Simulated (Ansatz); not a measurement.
System: bcc Nb. Method: PBE0 (plane waves, PAW; Ansatz, a first-principles code).

Settings: plane-wave cutoff 460 eV, 14×14×14 k mesh, Fermi–Dirac smearing 0.05 eV, no spin polarisation, scalar-relativistic PAW data made under PBE.

Computed at the level's own relaxed cell.

### Question
Predict the equilibrium volume per atom, bulk modulus and lattice parameter a.

### Answer

* **equilibrium volume per atom**: 17.98 Å³/atom
* **bulk modulus**: 197 GPa
* **lattice parameter a**: 3.301 Å

Measured, for comparison: equilibrium volume per atom 17.87 Å³/atom, lattice constant a 3.294 Å (static lattice: zero-point anharmonic expansion removed; as tabulated in Mejia-Rodriguez and Trickey (2018), arXiv:1807.09216); bulk modulus 173 GPa (0 K value with the zero-point phonon effect removed; as tabulated in Mejia-Rodriguez and Trickey (2018), arXiv:1807.09216). Computed (rounded) less measured: equilibrium volume per atom +0.6 %, bulk modulus +14 %, lattice constant a +0.2 %.

Cost on a shared machine: very roughly 50 core-minutes.
